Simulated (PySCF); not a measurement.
**The electron affinity along group 14**

All values are computed (PySCF 2.14, energy differences of UHF-based or UKS calculations, no spin-orbit coupling). Values in eV. The last column holds reference values (measured affinities from photodetachment; the arrow runs from anion to atom). Unmarked ones compare directly (S terms, centres of terms, or small fine structure); those marked * lie between the lowest fine-structure levels and include a spin-orbit shift.

```
                            element                                   configurations    UHF   PBE0  r2SCAN  MP2 (valence)  SCS-MP2 (valence)  CCSD(T) (valence)  reference
  C (aug-cc-pVTZ-DK, spin-free X2C)                      [He] 2s2 2p3 → [He] 2s2 2p2  0.449  1.409   1.486          1.262              0.972              1.216      1.262
 Si (aug-cc-pVTZ-DK, spin-free X2C)                      [Ne] 3s2 3p3 → [Ne] 3s2 3p2  0.847  1.454   1.527          1.381              1.200                n/a    1.390 *
 Ge (aug-cc-pVTZ-DK, spin-free X2C)            [Ar] 3d10 4s2 4p3 → [Ar] 3d10 4s2 4p2  0.838  1.375   1.490          1.303              1.137              1.325    1.233 *
Sn (aug-cc-pVTZ-DK3, spin-free X2C)            [Kr] 4d10 5s2 5p3 → [Kr] 4d10 5s2 5p2  0.963  1.420   1.522          1.365              1.226              1.394    1.112 *
Pb (aug-cc-pVTZ-DK3, spin-free X2C)  [Xe] 4f14 5d10 6s2 6p3 → [Xe] 4f14 5d10 6s2 6p2  0.875  1.312   1.416          1.224              1.088              1.270    0.357 *
```

The highest occupied level of the anion is positive for C⁻ at PBE0, r2SCAN; Si⁻ at PBE0, r2SCAN; Ge⁻ at PBE0, r2SCAN; Sn⁻ at PBE0, r2SCAN; Pb⁻ at PBE0, r2SCAN, so there the basis helps to hold the electron.

For Pb a determinant mixes LS terms or the coupling is close to jj, so these rows are model values.

"Valence" correlates the outer s and p shells and, in groups 3 to 12 and the f block, the outer d or f shell, open or full, or the next shell where the ion has no valence electron left; the wider scheme adds the next inner shell.
